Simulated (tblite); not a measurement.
## dinitrogen: calculation against experiment

**Experimental background.**

From CRC Handbook of Chemistry and Physics, for the gas at 298.15 K: standard entropy 191.6 J/(mol K).

The results are set against them at the end.

Compound: dinitrogen, N₂.
Numbering: `[N:1]#[N:2]`

Cartesian coordinates in Å at the GFN2-xTB level; atoms count from 1:
```xyz
2
N2 angstrom
N      0.5505   -0.0021   -0.0038
N     -0.5477    0.0034   -0.0104
```

GFN2-xTB wavenumbers (cm⁻¹, harmonic, unscaled, at the method's own geometry): 2438. Point group D∞h, symmetry number 2. Entropy at 298.15 K and 1 bar in J/(mol K): translation 150.4, rotation 41.2, vibration 0.0.

## Comparison

**Standard entropy at 298.15 K.** Measured: 191.6 J/(mol K) (298.15 K; CRC Handbook of Chemistry and Physics).

```
                                        level  computed (J/(mol K))  computed − measured (J/(mol K))  % (from the printed values)
GFN2-xTB, rigid rotor and harmonic oscillator                 191.6                              0.0                            0
```

Ideal gas at 1 bar, most abundant isotopes; table values of this kind come from calorimetry or from spectroscopic constants.

The geometry is computed, not the measured one. Where a level misses, the cause wasn't examined.
